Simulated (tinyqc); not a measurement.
Pariser-Parr-Pople SCF with singles CI, for the molecule C=CC(=O)C=C (SMILES; centres numbered as the heavy atoms are written), step by step. Computed by tinyqc, a small Python program that keeps every step. Settings: charge = 0, gamma = Ohno, start = huckel, damping = 0.3, iteration cap = 58, excitations kept = 4. Command: `OMP_NUM_THREADS=1 python tinyqc.py 28716 28717 out.jsonl` (the two numbers bound the seeds that draw the settings). One thread of a shared host (Intel(R) Xeon(R) Processor @ 2.60GHz), about 0.01 s of CPU time with the checks. Later iterations appear only in the table of the cycle.

## PPP integrals

Centres (angstrom, eV; a flat drawing with bonds scaled to 1.40 angstrom):

| centre | x | y | core charge z | W | gamma_rr |
|---|---|---|---|---|---|
| 1C | -2.425000 | 0.000000 | 1 | 11.160000 | 11.130000 |
| 2C | -1.212000 | 0.700000 | 1 | 11.160000 | 11.130000 |
| 3C | 0.000000 | 0.000000 | 1 | 11.160000 | 11.130000 |
| 4O | 0.000000 | -1.400000 | 1 | 17.700000 | 15.200000 |
| 5C | 1.212000 | 0.700000 | 1 | 11.160000 | 11.130000 |
| 6C | 2.425000 | 0.000000 | 1 | 11.160000 | 11.130000 |

Resonance integrals (eV):

| i | j | beta |
|---|---|---|
| 1 | 2 | -2.390000 |
| 2 | 3 | -2.390000 |
| 3 | 4 | -2.510000 |
| 3 | 5 | -2.390000 |
| 5 | 6 | -2.390000 |

Ohno: gamma = 14.399645/sqrt(R^2 + a^2), a = 2 x 14.399645/(gamma_rr + gamma_ss); H_rr = -W_r - sum_(s != r) z_s gamma_rs; H_rs = beta for bonds.

repulsion gamma_rs (eV):
```
           1C         2C         3C         4O         5C         6C
1C  11.130000   7.552439   5.239019   4.790050   3.670370   2.868686
2C   7.552439  11.130000   7.554960   5.413514   5.240702   3.670370
3C   5.239019   7.554960  11.130000   8.105103   7.554960   5.239019
4O   4.790050   5.413514   8.105103  15.200000   5.413514   4.790050
5C   3.670370   5.240702   7.554960   5.413514  11.130000   7.552439
6C   2.868686   3.670370   5.239019   4.790050   7.552439  11.130000
```

core matrix H (eV):
```
            1C          2C          3C          4O          5C          6C
1C  -35.280565   -2.390000    0.000000    0.000000    0.000000    0.000000
2C   -2.390000  -40.591984   -2.390000    0.000000    0.000000    0.000000
3C    0.000000   -2.390000  -44.853061   -2.510000   -2.390000    0.000000
4O    0.000000    0.000000   -2.510000  -46.212229    0.000000    0.000000
5C    0.000000    0.000000   -2.390000    0.000000  -40.591984   -2.390000
6C    0.000000    0.000000    0.000000    0.000000   -2.390000  -35.280565
```

## Starting guess

pi electrons, sum of z_r less the charge = 6

Orbitals of the Hueckel matrix of the beta values.

P at the start:
```
           1C         2C        3C         4O         5C         6C
1C   1.000000   0.911580  0.000000  -0.401501  -0.088420   0.000000
2C   0.911580   1.000000  0.401501   0.000000   0.000000  -0.088420
3C   0.000000   0.401501  1.000000   0.823161   0.401501   0.000000
4O  -0.401501   0.000000  0.823161   1.000000   0.000000  -0.401501
5C  -0.088420   0.000000  0.401501   0.000000   1.000000   0.911580
6C   0.000000  -0.088420  0.000000  -0.401501   0.911580   1.000000
```

## Iteration 1: Fock matrix

F_rr = H_rr + P_rr gamma_rr / 2 + sum_(s != r) P_ss gamma_rs; F_rs = H_rs - P_rs gamma_rs / 2; E = tr P (H + F) / 2 + core repulsion sum_(r<s) z_r z_s gamma_rs.

F (eV):
```
           1C         2C         3C          4O         5C         6C
1C  -5.595000  -5.832328   0.000000    0.961605   0.162266   0.000000
2C  -5.832328  -5.595000  -3.906662    0.000000   0.000000   0.162266
3C   0.000000  -3.906662  -5.595000   -5.845902  -3.906662   0.000000
4O   0.961605   0.000000  -5.845902  -10.100000   0.000000   0.961605
5C   0.162266   0.000000  -3.906662    0.000000  -5.595000  -5.832328
6C   0.000000   0.162266   0.000000    0.961605  -5.832328  -5.595000
```

pi energy = -83.513477 eV

## Iteration 1: orbitals and new P

Diagonalise F (the basis is taken as orthonormal) and form P = 2 sum c c over the lowest orbitals; 0.3 of the old P is kept.

orbital energies (eV): -15.483805  -11.822254  -11.589594  -2.408118  0.399594  2.829177

P after iteration 1:
```
           1C         2C        3C         4O         5C         6C
1C   0.944577   0.919877  0.092947  -0.353920  -0.080123  -0.055423
2C   0.919877   1.004276  0.382365  -0.025596   0.004276  -0.080123
3C   0.092947   0.382365  0.835348   0.802297   0.382365   0.092947
4O  -0.353920  -0.025596  0.802297   1.266946  -0.025596  -0.353920
5C  -0.080123   0.004276  0.382365  -0.025596   1.004276   0.919877
6C  -0.055423  -0.080123  0.092947  -0.353920   0.919877   0.944577
```

## Iteration 2: Fock matrix

As before.

F (eV):
```
           1C         2C         3C         4O         5C         6C
1C  -5.598361  -5.863657  -0.243477   0.847648   0.147041   0.079496
2C  -5.863657  -5.969621  -3.834376   0.069283  -0.011205   0.147041
3C  -0.243477  -3.834376  -4.863775  -5.761351  -3.834376  -0.243477
4O   0.847648   0.069283  -5.761351  -9.890392   0.069283   0.847648
5C   0.147041  -0.011205  -3.834376   0.069283  -5.969621  -5.863657
6C   0.079496   0.147041  -0.243477   0.847648  -5.863657  -5.598361
```

pi energy = -84.281299 eV

## Iteration 2: orbitals and new P

As before.

orbital energies (eV): -15.175289  -11.830471  -11.797119  -2.056359  0.194198  2.774909

P after iteration 2:
```
           1C         2C        3C         4O         5C         6C
1C   0.908706   0.924898  0.128700  -0.323324  -0.074911  -0.074962
2C   0.924898   1.022038  0.369531  -0.037855   0.005706  -0.074911
3C   0.128700   0.369531  0.753792   0.789387   0.369531   0.128700
4O  -0.323324  -0.037855  0.789387   1.384720  -0.037855  -0.323324
5C  -0.074911   0.005706  0.369531  -0.037855   1.022038   0.924898
6C  -0.074962  -0.074911  0.128700  -0.323324   0.924898   0.908706
```

## Convergence

Stop when output and input P, before any damping, agree to 1e-7.

Course of the cycle:

| iteration | E (eV) | largest \|P(out) - P(in)\| |
|---|---|---|
| 1 | -83.51347705 | 3.81e-01 |
| 2 | -84.28129889 | 1.68e-01 |
| 3 | -84.59709939 | 7.89e-02 |
| 4 | -84.71952140 | 3.94e-02 |
| 5 | -84.76594806 | 2.08e-02 |
| 6 | -84.78340099 | 1.17e-02 |
| 7 | -84.78993995 | 7.02e-03 |
| 8 | -84.79238759 | 4.26e-03 |
| 9 | -84.79330404 | 2.60e-03 |
| 10 | -84.79364748 | 1.59e-03 |
| 11 | -84.79377633 | 9.75e-04 |
| ... | ... | ... |
| 20 | -84.79385394 | 1.21e-05 |
| 21 | -84.79385394 | 7.46e-06 |
| 22 | -84.79385395 | 4.59e-06 |
| 23 | -84.79385395 | 2.82e-06 |
| 24 | -84.79385395 | 1.73e-06 |
| 25 | -84.79385395 | 1.07e-06 |
| 26 | -84.79385395 | 6.55e-07 |
| 27 | -84.79385395 | 4.03e-07 |
| 28 | -84.79385395 | 2.48e-07 |
| 29 | -84.79385395 | 1.53e-07 |
| 30 | -84.79385395 | 9.39e-08 |

Converged in 30 iterations.

## Converged orbitals

Charges are z - P_rr.

orbital energies (eV): -14.847964  -12.026587  -11.671228  -1.771488  0.061098  2.839798

coefficients:
```
         MO1        MO2        MO3        MO4        MO5        MO6
1C  0.222784   0.483045  -0.377625   0.498242   0.516398   0.243970
2C  0.388076   0.516398  -0.344689  -0.227772  -0.483045  -0.422736
3C  0.556893   0.000000   0.126536  -0.479398   0.000000   0.666360
4O  0.537957   0.000000   0.679092   0.412223   0.000000  -0.281973
5C  0.388076  -0.516398  -0.344689  -0.227772   0.483045  -0.422736
6C  0.222784  -0.483045  -0.377625   0.498242  -0.516398   0.243970
```

pi charges: 1C 0.148868, 2C -0.072162, 3C 0.347717, 4O -0.501127, 5C -0.072162, 6C 0.148868

## Singles CI, singlets

Over the 4 single excitations with the smallest orbital gaps: A = (e_a - e_i) delta + 2 (ia|jb) - (ij|ab), with (pq|rs) = sum c_mp c_mq gamma_mn c_nr c_ns. f = 2/3 w |mu|^2 in atomic units, mu = sqrt2 sum c_ia sum_m c_mi c_ma R_m.

singlet CI matrix (eV):
```
          3>4       2>4       3>5       2>5
3>4  5.246143  0.000000  0.000000  0.559170
2>4  0.000000  5.425313  0.483698  0.000000
3>5  0.000000  0.483698  6.758957  0.000000
2>5  0.559170  0.000000  0.000000  7.462350
```

singlet excitation energies (eV): 5.113052  5.268353  6.915916  7.595441

oscillator strengths: 0.033489  0.933739  0.071706  0.218025

## Singles CI, triplets

Over the 4 single excitations with the smallest orbital gaps: A = (e_a - e_i) delta - (ij|ab), with (pq|rs) = sum c_mp c_mq gamma_mn c_nr c_ns.

triplet CI matrix (eV):
```
          3>4       2>4       3>5       2>5
3>4  3.148870  0.000000  0.000000  1.517517
2>4  0.000000  4.064457  1.517517  0.000000
3>5  0.000000  1.517517  5.857644  0.000000
2>5  1.517517  0.000000  0.000000  5.490212
```

triplet excitation energies (eV): 2.402948  3.198457  6.236134  6.723644
